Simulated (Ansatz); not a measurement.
**C2H3NO: small, medium and large basis sets**

An exercise on one series of results from a longer session: the logs are not shown, and one member is left open.

Computed with Ansatz 0.2.0, Gaussian basis. Level: one geometry, several basis sets.

The runs, in order: PBE0-D4/def2-SVP; ωB97M-V/def2-SVP; PBE0-D4/def2-QZVPP; ωB97M-V/def2-QZVPP; the functionals' def2-TZVPP values are taken from earlier runs.

### Structure used throughout

All runs share one geometry, relaxed beforehand with PBE0-D4 in a triple-zeta def2 set.

7 atoms, charge 0, spin multiplicity 1.

Atoms are counted from 1 here; the program's logs count them from 0.

Bond lengths: C1–N2 1.278 Å, C1–O4 1.355 Å, C1–H5 1.086 Å, N2–C3 1.459 Å, C3–O4 1.467 Å, C3–H6 1.090 Å, C3–H7 1.090 Å. Angles: N2–C1–O4 104.4°, N2–C1–H5 133.0°, O4–C1–H5 122.7°, C1–N2–C3 84.0°, N2–C3–O4 90.6°, N2–C3–H6 115.0°, N2–C3–H7 115.0°, O4–C3–H6 110.9°, O4–C3–H7 110.9°, H6–C3–H7 112.5°, C1–O4–C3 81.1°.

Set-up of the first run:

File in.yaml:

```yaml
crystal:
  periodic: [false, false, false]
  atoms:
    - {symbol: C, position_ang: [-0.927905, 0.309892, -0.313862]}
    - {symbol: N, position_ang: [-0.411338, 0.498660, 0.839276]}
    - {symbol: C, position_ang: [0.721798, -0.232772, 0.282189]}
    - {symbol: O, position_ang: [0.016884, -0.380694, -0.996063]}
    - {symbol: H, position_ang: [-1.881019, 0.588386, -0.752656]}
    - {symbol: H, position_ang: [0.910394, -1.205542, 0.737079]}
    - {symbol: H, position_ang: [1.632385, 0.353971, 0.158336]}
basis:
  gaussian: {orbitals: def2-SVP}
hamiltonian: {xc: pbe0, dispersion: d4}
output: {orbitals: {seedname: orbitals}}
```

Command:

```bash
$ ansatz run in.yaml --threads 2 --pin off --events-out ev --progress --plain --max-ram 4352MiB
```

Steps of the session up to this table: PBE0-D4 in def2-SVP; ωB97M-V in def2-SVP; PBE0-D4 in def2-QZVPP; ωB97M-V in def2-QZVPP.

One table of the session follows, with a row left open; its other results are not shown here.

It belongs to the step «Density functionals: the series». 

```
functional       basis  HOMO (eV)  LUMO (eV)
   PBE0-D4    def2-SVP      -7.96       0.25
   PBE0-D4  def2-TZVPP      -8.10       0.03
   PBE0-D4  def2-QZVPP          ?          ?
   ωB97M-V    def2-SVP     -10.28       2.58
   ωB97M-V  def2-TZVPP     -10.44       2.24
   ωB97M-V  def2-QZVPP     -10.49       2.03
```

**Question.** Estimate the row for PBE0-D4, def2-QZVPP.

The run gave: HOMO (eV): -8.14; LUMO (eV): -0.06. In the column «HOMO (eV)» it lies between ωB97M-V, def2-SVP (-10.28) and PBE0-D4, def2-TZVPP (-8.10).
